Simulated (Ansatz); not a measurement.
We consider rhombohedral A7 Bi, described by BLYP (Ansatz, an electronic-structure program, plane waves, PAW).

Settings: plane-wave cutoff 520 eV, 16×16×16 k mesh, Fermi–Dirac smearing 0.05 eV, scalar-relativistic PAW data made under PBE.

The cell is scaled about its equilibrium volume:

Shape and atoms are relaxed at each volume.

```csv
V (Å³/atom),P (GPa),c (Å),a (Å)
41.043,0.47,13.261,4.631
41.898,0.21,13.532,4.632
42.753,0.00,13.804,4.632
43.609,-0.14,14.102,4.629
44.464,-0.23,14.415,4.623
```

Note: for a layered or molecular solid the relaxed cell lies over 5 % above the published volume, where the minimum can be shallow; the cell comes from a level without a dispersion term, which matters for the spacing of layers, chains or molecules; the bulk modulus comes from volumes at which shape and atoms were relaxed.
